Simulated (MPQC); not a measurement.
# HNO3 (peroxynitrous acid) at SVWN5/6-311+G(d,p)

Aim: the energy change on altering one bond length of HNO3 (peroxynitrous acid) at SVWN5/6-311+G**, from 2 runs. 

Program for the calculation: MPQC 2.3.1.

4 further runs of the same task are left out: 2 that didn't finish, 2 set aside as unsound or not needed.

**1. The system as given**

HNO3 has 5 atoms, charge 0, and is taken as a singlet. SMILES: `O=NOO`. The coordinates come from a PBE0-D4/def2-TZVP relaxation. This is one conformer, not always the lowest.

Bond lengths: O1–N2 1.180 Å, N2–O3 1.353 Å, O3–O4 1.401 Å, O4–H5 0.984 Å. Angles: O1–N2–O3 114.6°, N2–O3–O4 114.1°, O3–O4–H5 101.0°.

**2. A single-point energy at SVWN5/6-311+G(d,p)**

File input.in:

```
% emacs should use -*- KeyVal -*- mode
molecule<Molecule>: (
    symmetry = c1
    unit = bohr
    { atoms geometry } = {
        O  [ 0.25766416    -1.57850713     1.85015526 ]
        N  [ -1.64740654    -1.18731492     0.75738333 ]
        O  [ -1.46470782     0.54524268    -1.11304869 ]
        O  [ 0.96111471     1.56257674    -1.41266476 ]
        H  [ 1.89335440     0.65800264    -0.08178735 ]
    }
)
basis<GaussianBasisSet>: (
    name = "6-311+G**"
    molecule = $:molecule
    basisdir = "."
    puream = yes
)
mpqc: (
    checkpoint = no
    savestate = no
    restart = no
    do_energy = yes
    do_gradient = no
    optimize = no
    mole<CLKS>: (
        molecule = $:molecule
        basis = $:basis
        total_charge = 0
        memory = 1000000000
        print_evals = yes
        print_npa = yes
        maxiter = 120
        value_accuracy = 1e-08
        functional<StdDenFunctional>: ( name = "SVWN5" )
        integrator<RadialAngularIntegrator>: ( grid = xfine )
        guess_wavefunction<CLHF>: (
            molecule = $:molecule
            total_charge = 0
            memory = 1000000000
            value_accuracy = 1e-3
            basis<GaussianBasisSet>: (
                name = "3-21G"
                molecule = $:molecule
            )
        )
    )
)
```

The basis set 6-311+G** is read from a file made from the Basis Set Exchange's data (not shown).

The run is started by

```bash
$ mpqc input.in > input.out
```

Standard output:

```text
MPQC: Massively Parallel Quantum Chemistry
[...]
  Integrated electron density error = -0.000399684079
  iter     1 energy = -278.6413319953 delta = 7.00570e-02
  Integrated electron density error = -0.000046227555
  iter     2 energy = -278.7998759505 delta = 2.82984e-02
[...]
  Integrated electron density error = 0.000000154711
  iter    16 energy = -278.9314462785 delta = 4.85737e-07
  Integrated electron density error = 0.000000154710
  iter    17 energy = -278.9314462785 delta = 3.05657e-07
  Integrated electron density error = 0.000000154711
  iter    18 energy = -278.9314462786 delta = 1.82506e-07
  Integrated electron density error = 0.000000154712
  iter    19 energy = -278.9314462786 delta = 3.89221e-08
[...]
  LUMO is    17   A =  -0.151050
  total scf energy = -278.9314462786
Value of the MolecularEnergy: -278.9314462786
[...]
        symmetry = c1
[...]
```

Run time: 55 s. Hardware: 1 thread of Arm Neoverse V1, shared host; peak memory 0.52 GiB.

**3. The distorted shape at the same level**

File mol.in:

```
molecule<Molecule>: (
   symmetry = c1
   unit = bohr
   { atoms geometry } = {
      O  [ -0.95523010 -2.08716660 1.99996141 ]
      N  [ -2.86030080 -1.69597439 0.90718948 ]
      O  [ -2.67760208 0.03658321 -0.96324254 ]
      O  [ 0.96111471 1.56257674 -1.41266476 ]
      H  [ 1.89335440 0.65800264 -0.08178735 ]
   }
)
basis<GaussianBasisSet>: (
   name = "6-311+G**"
   molecule = $:molecule
   basisdir = "."
   puream = yes
)
mpqc: (
   checkpoint = no
   savestate = no
   restart = no
   do_energy = yes
   do_gradient = no
   optimize = no
   mole<CLKS>: (
      molecule = $:molecule
      basis = $:basis
      total_charge = 0
      memory = 1000000000
      print_evals = yes
      print_npa = yes
      maxiter = 120
      value_accuracy = 1e-08
      functional<StdDenFunctional>: ( name = "SVWN5" )
      integrator<RadialAngularIntegrator>: ( grid = xfine )
      guess_wavefunction<CLHF>: (
         molecule = $:molecule
         total_charge = 0
         memory = 1000000000
         value_accuracy = 1e-3
         basis<GaussianBasisSet>: (
            name = "STO-3G"
            molecule = $:molecule
         )
      )
   )
)
```

The basis set 6-311+G** is read from a file made from the Basis Set Exchange's data (not shown).

The run is started by

```bash
$ mpqc -o mol.out mol.in
```

Standard output:

```text
MPQC: Massively Parallel Quantum Chemistry
[...]
  Integrated electron density error = 0.000536095270
  iter     1 energy = -277.7544659378 delta = 6.73938e-02
  Integrated electron density error = 0.000066029145
  iter     2 energy = -278.6608931412 delta = 3.29418e-02
[...]
  Integrated electron density error = 0.000000098757
  iter    20 energy = -278.8739018238 delta = 1.08454e-07
  Integrated electron density error = 0.000000098759
  iter    21 energy = -278.8739018238 delta = 3.61119e-08
  Integrated electron density error = 0.000000098760
  iter    22 energy = -278.8739018238 delta = 2.79707e-08
  Integrated electron density error = 0.000000098759
  iter    23 energy = -278.8739018238 delta = 1.62198e-08
[...]
  LUMO is    17   A =  -0.257879
  total scf energy = -278.8739018238
Value of the MolecularEnergy: -278.8739018238
[...]
        symmetry = c1
[...]
```

It took 60 s on 1 thread of Arm Neoverse V1, shared host; peak memory 0.52 GiB.

**4. Results**

Level: SVWN5/6-311+G**.

```
                                                         quantity          value
                                        first shape: total energy  -278.93145 Eh
                                         first shape: HOMO energy       -7.88 eV
                                         first shape: LUMO energy       -4.11 eV
                                       first shape: HOMO–LUMO gap        3.77 eV
                                    distorted shape: total energy  -278.87390 Eh
                                     distorted shape: HOMO energy       -7.70 eV
                                     distorted shape: LUMO energy       -7.02 eV
                                   distorted shape: HOMO–LUMO gap        0.68 eV
energy change with the O3–O4 bond stretched from 1.401 to 2.101 Å       1.566 eV
```

**Reading.** One bond (distorted shape) is far stretched, which a spin-restricted single reference describes badly; a broken-symmetry solution may lie lower. With the O3–O4 bond stretched from 1.401 to 2.101 Å the energy rises by 1.57 eV (151 kJ/mol). The first shape isn't relaxed at this level, so the change isn't measured from a minimum. A restricted reference can't describe the breaking bond well at this length.
